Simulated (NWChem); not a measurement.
Molecule: C3H7Cl; SMILES CCCCl

```xyz
11

C     -0.7830    -1.7617     0.1421
C      0.5216    -1.1621    -0.3553
C      0.8926     0.1548     0.2952
Cl    -0.2977     1.4502    -0.0601
H     -0.7440    -1.9647     1.2246
H     -1.0042    -2.7104    -0.3688
H     -1.6221    -1.0737    -0.0393
H      0.4834    -1.0182    -1.4480
H      1.3571    -1.8595    -0.1653
H      0.9385     0.0661     1.3907
H      1.8640     0.5207    -0.0642
```
Atoms are numbered in this order, from 1.

Structure relaxed at the PBE0/def2-SVP level.

List the 6 lowest vertical singlet excitations and the 6 lowest triplet ones from LRC-wPBEh/6-31G* (spherical d), TDA (NWChem).


```csv
state,energy (eV),oscillator strength,leading excitation (squared amplitude)
S1,7.76,0.001,HOMO → LUMO (0.98)
S2,7.85,0.000,HOMO−1 → LUMO (0.98)
S3,10.03,0.040,HOMO−2 → LUMO (0.77)
S4,10.21,0.005,HOMO → LUMO+1 (0.90)
S5,10.31,0.002,HOMO−1 → LUMO+1 (0.65)
S6,10.45,0.095,HOMO−4 → LUMO (0.43)
T1,6.82,spin-forbidden,HOMO → LUMO (0.97)
T2,6.90,spin-forbidden,HOMO−1 → LUMO (0.97)
T3,8.81,spin-forbidden,HOMO−2 → LUMO (0.46)
T4,9.72,spin-forbidden,HOMO−3 → LUMO (0.46)
T5,9.84,spin-forbidden,HOMO → LUMO+1 (0.50)
T6,9.96,spin-forbidden,HOMO−1 → LUMO+1 (0.76)
```
